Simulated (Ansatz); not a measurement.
# C2H7B: the cost of one run

Method: RKS BHLYP-D4/def2-SVP, in Ansatz 0.2.0.

### 1 The starting structure

Bond lengths: B1–C3 1.800 Å, C3–H4 1.110 Å, C3–H5 1.110 Å, C3–H6 1.110 Å, B1–C7 1.600 Å, C7–H8 1.110 Å, C7–H9 1.110 Å, C7–H10 1.110 Å. Angles: B1–C3–H4 106.2°, B1–C3–H5 77.6°, B1–C3–H6 138.2°, H4–C3–H5 109.4°, H4–C3–H6 109.4°, H5–C3–H6 109.4°, C3–B1–C7 156.1°, B1–C7–H8 109.5°, B1–C7–H9 109.5°, B1–C7–H10 109.5°, H8–C7–H9 109.4°, H8–C7–H10 109.4°, H9–C7–H10 109.4°.

Coordinates:

```xyz
10

B     0.0000    0.0000    0.0000
H     0.6594    0.0000    1.2237
C     1.7899    0.0000    0.1905
H     2.1194   -1.0462    0.0203
H     1.6534    0.5080   -0.7869
H     2.5594    0.5381    0.7823
C    -1.3856    0.0000   -0.8000
H    -1.9458   -0.9305   -0.5708
H    -1.9898    0.8797   -0.4946
H    -1.1839    0.0508   -1.8903
```

### 2 A restrained relaxation towards end A

Springs on the bonds that form and break draw the guess towards this end; the thresholds are loose.

Input file input.yaml:

```yaml
crystal:
  periodic: [false, false, false]
  atoms:
    - { symbol: B, position_ang: [0.0, 0.0, 0.0] }
    - { symbol: H, position_ang: [0.6594, 0.0, 1.2237] }
    - { symbol: C, position_ang: [1.7899, 0.0, 0.1905] }
    - { symbol: H, position_ang: [2.1194, -1.0462, 0.0203] }
    - { symbol: H, position_ang: [1.6534, 0.508, -0.7869] }
    - { symbol: H, position_ang: [2.5594, 0.5381, 0.7823] }
    - { symbol: C, position_ang: [-1.3856, 0.0, -0.8] }
    - { symbol: H, position_ang: [-1.9458, -0.9305, -0.5708] }
    - { symbol: H, position_ang: [-1.9898, 0.8797, -0.4946] }
    - { symbol: H, position_ang: [-1.1839, 0.0508, -1.8903] }
basis:
  gaussian: { orbitals: def2-SVP }
hamiltonian:
  xc: { name: BHLYP }
  dispersion: d4
relax:
  f_tol: 0.15
  max_steps: 25
  restrain:
    - { distance: [1, 2], at: 2.31, k: 30.0 }
    - { distance: [0, 1], at: 1.19, k: 30.0 }
    - { distance: [0, 2], at: 1.6, k: 30.0 }
```

The run is started by

```bash
$ ansatz run input.yaml --threads 2 --pin off --max-ram 3072MiB --backend cpu --events-out ev --progress --plain --runs-dir out
```

What time and memory should one allow on 2 threads of Arm Neoverse V2, shared host?

About 7.3 s, with a peak of 0.14 GiB.
